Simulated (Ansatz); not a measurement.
# [Tb(H2O)6]3+ (TbH₁₂O₆ (+3)): a ladder of methods and basis sets

An exercise on one series of results from a longer session: the logs are not shown, and one member is left open.

Program: Ansatz 0.2.0, Gaussian basis. Level of theory: as each input shows. These are calculated values, not measurements.

Plan: PBE-D4/def2-TZVP, r2SCAN-D4/def2-TZVP, ωB97X-V/def2-TZVP, BHLYP-D4/def2-TZVP, PBE-D4/def2-SVP, PBE0-D4/def2-SVP, MP2/def2-SVP, RPA/def2-SVP.

1 further run of the same task is left out (it didn't finish).

## The structure

The geometry is that of the septet, from an earlier relaxation (r2SCAN-D4/def2-SVP).

19 atoms, charge 3, spin multiplicity 7.

Atoms are counted from 1 here; the program's logs count them from 0.

Bond lengths: Tb1–O2 2.326 Å, Tb1–O5 2.326 Å, Tb1–O8 2.326 Å, Tb1–O11 2.326 Å, Tb1–O14 2.326 Å, Tb1–O17 2.326 Å, O2–H3 0.979 Å, O2–H4 0.979 Å, O5–H6 0.979 Å, O5–H7 0.979 Å, O8–H9 0.979 Å, O8–H10 0.979 Å, O11–H12 0.979 Å, O11–H13 0.979 Å, O14–H15 0.979 Å, O14–H16 0.979 Å, O17–H18 0.979 Å, O17–H19 0.979 Å. Angles: O2–Tb1–O5 179.9°, O2–Tb1–O8 89.9°, O2–Tb1–O11 90.1°, O2–Tb1–O14 90.0°, O2–Tb1–O17 89.9°, O5–Tb1–O8 89.9°, O5–Tb1–O11 90.0°, O5–Tb1–O14 90.0°, O5–Tb1–O17 90.1°, O8–Tb1–O11 180.0°, O8–Tb1–O14 90.1°, O8–Tb1–O17 90.0°, O11–Tb1–O14 89.9°, O11–Tb1–O17 90.0°, O14–Tb1–O17 179.9°, Tb1–O2–H3 128.0°, Tb1–O2–H4 128.0°, H3–O2–H4 104.0° and more.

As a file:

```xyz
19

Tb   -0.0003   -0.0004   -0.0005
O     0.1702    0.1878    2.3115
H     0.1531    1.0035    2.8532
H     0.2758   -0.5307    2.9685
O    -0.1652   -0.1879   -2.3130
H    -0.2673    0.5309   -2.9703
H    -0.1480   -1.0035   -2.8549
O     2.3124    0.1677   -0.1811
H     2.9673    0.2727    0.5395
H     2.8567    0.1494   -0.9950
O    -2.3134   -0.1669    0.1792
H    -2.8583   -0.1466    0.9927
H    -2.9679   -0.2733   -0.5415
O    -0.1842    2.3116   -0.1746
H    -0.9994    2.8542   -0.1589
H     0.5349    2.9678   -0.2812
O     0.1801   -2.3125    0.1785
H    -0.5406   -2.9672    0.2833
H     0.9942   -2.8567    0.1645
```

Tb takes a core potential in the def2 sets. No spin-orbit coupling is included. The ion is computed in the gas phase, without counter-ions or solvent.

PBE0-D4/def2-TZVP was run before; its log isn't repeated, and its numbers join the tables.

The first run:

start.molden holds the orbitals of an earlier run on this state, given as this run's starting guess.

in.yaml

```yaml
crystal:
  periodic: [false, false, false]
  atoms:
    - {symbol: Tb, position_ang: [-0.000316, -0.000441, -0.000500]}
    - {symbol: O, position_ang: [0.170181, 0.187781, 2.311461]}
    - {symbol: H, position_ang: [0.153093, 1.003490, 2.853152]}
    - {symbol: H, position_ang: [0.275766, -0.530696, 2.968522]}
    - {symbol: O, position_ang: [-0.165186, -0.187933, -2.313042]}
    - {symbol: H, position_ang: [-0.267293, 0.530891, -2.970314]}
    - {symbol: H, position_ang: [-0.148011, -1.003522, -2.854949]}
    - {symbol: O, position_ang: [2.312372, 0.167729, -0.181064]}
    - {symbol: H, position_ang: [2.967256, 0.272712, 0.539512]}
    - {symbol: H, position_ang: [2.856710, 0.149433, -0.994987]}
    - {symbol: O, position_ang: [-2.313417, -0.166894, 0.179220]}
    - {symbol: H, position_ang: [-2.858322, -0.146586, 0.992736]}
    - {symbol: H, position_ang: [-2.967925, -0.273258, -0.541508]}
    - {symbol: O, position_ang: [-0.184223, 2.311640, -0.174568]}
    - {symbol: H, position_ang: [-0.999391, 2.854185, -0.158856]}
    - {symbol: H, position_ang: [0.534949, 2.967821, -0.281162]}
    - {symbol: O, position_ang: [0.180117, -2.312458, 0.178471]}
    - {symbol: H, position_ang: [-0.540589, -2.967225, 0.283328]}
    - {symbol: H, position_ang: [0.994229, -2.856668, 0.164538]}
basis:
  gaussian: {orbitals: def2-TZVP, initial_orbitals: start.molden}
total_charge: 3
magnetization: {spin_polarized: true, initial_magnetization: 6}
hamiltonian: {xc: pbe, dispersion: d4}
scf: {omitted_lower_state_checks: [starts]}
output: {orbitals: {seedname: orbitals}}
```

On the command line:

```console
> ansatz run in.yaml --threads 4 --pin off --events-out ev --progress --plain --max-ram 6963MiB
```

Steps of the session up to this table: PBE-D4/def2-TZVP; r2SCAN-D4/def2-TZVP; ωB97X-V/def2-TZVP; BHLYP-D4/def2-TZVP; PBE-D4/def2-SVP; PBE0-D4/def2-SVP; MP2/def2-SVP; RPA/def2-SVP.

One of the session's tables, all rows but one given; the rest of the session is left out.

It belongs to the step «Levels side by side». 

| level | HOMO (eV) | LUMO (eV) | gap (eV) |
| --- | --- | --- | --- |
| PBE-D4/def2-SVP | -18.91 | -17.94 | 0.97 |
| PBE-D4/def2-TZVP | -19.12 | -18.13 | 0.99 |
| r2SCAN-D4/def2-TZVP | ? | ? | ? |
| PBE0-D4/def2-SVP | -22.09 | -14.22 | 7.87 |
| PBE0-D4/def2-TZVP | -22.17 | -14.31 | 7.87 |
| BHLYP-D4/def2-TZVP | -24.70 | -11.89 | 12.82 |
| ωB97X-V/def2-TZVP | -24.95 | -12.25 | 12.70 |

Estimate the missing values for r2SCAN-D4/def2-TZVP.

As computed: HOMO (eV): -18.64; LUMO (eV): -16.67; gap (eV): 1.97. In the column «HOMO (eV)» it is the highest.
